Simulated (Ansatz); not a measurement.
**CHOS+ (SMILES O=[C+]S): one structure at several levels**

An exercise on one series of results from a longer session: the logs are not shown, and one member is left open.

The runs use Ansatz 0.2.0, Gaussian basis; single points in def2-TZVPP.

Correlated methods freeze the cores.

**The starting structure**

SMILES `O=[C+]S`, 4 atoms, charge 1, spin multiplicity 1.

Atoms are counted from 1 here; the program's logs count them from 0.

Bond lengths: O1–C2 1.144 Å, C2–S3 1.592 Å, S3–H4 1.336 Å. Angles: O1–C2–S3 174.8°, C2–S3–H4 93.8°.

Coordinates:

```xyz
4
CHOS
O     0.15160   -0.37470    1.67030
C     0.18780   -0.24020    0.53480
S     0.37960   -0.08010   -1.03780
H    -0.68930    0.70910   -1.17680
```

The first run:

run/in.yaml

```yaml
crystal:
  periodic: [false, false, false]
  atoms:
    - {symbol: O, position_ang: [0.151600, -0.374700, 1.670300]}
    - {symbol: C, position_ang: [0.187800, -0.240200, 0.534800]}
    - {symbol: S, position_ang: [0.379600, -0.080100, -1.037800]}
    - {symbol: H, position_ang: [-0.689300, 0.709100, -1.176800]}
basis:
  gaussian: {orbitals: def2-TZVPP}
total_charge: 1
correlation: {method: ccsd_t}
output: {forces: true}
```

No record of the launch command was kept for these runs.

Steps of the session up to this table: CCSD(T)/def2-TZVPP; PBE0-D4/def2-TZVPP; wB97M-V/def2-TZVPP; r2SCAN-D4/def2-TZVPP; PBE-D4/def2-TZVPP; CAM-B3LYP-D4/def2-TZVPP; BHLYP-D4/def2-TZVPP.

One of the session's tables, all rows but one given; the rest of the session is left out.

```
      method  RMS force component (eV/Å)  angle to CCSD(T) forces (°)
     CCSD(T)                       1.411                    reference
     PBE0-D4                       1.586                         15.0
     wB97M-V                       1.758                         13.2
   r2SCAN-D4                       1.259                         10.7
      PBE-D4                           ?                            ?
CAM-B3LYP-D4                       1.779                         16.9
    BHLYP-D4                       2.281                         23.2
```

Q: Estimate the row for PBE-D4 from the others.

As computed: RMS force component (eV/Å): 1.055; angle to CCSD(T) forces (°): 16.1. In the column «RMS force component (eV/Å)» it is the lowest.
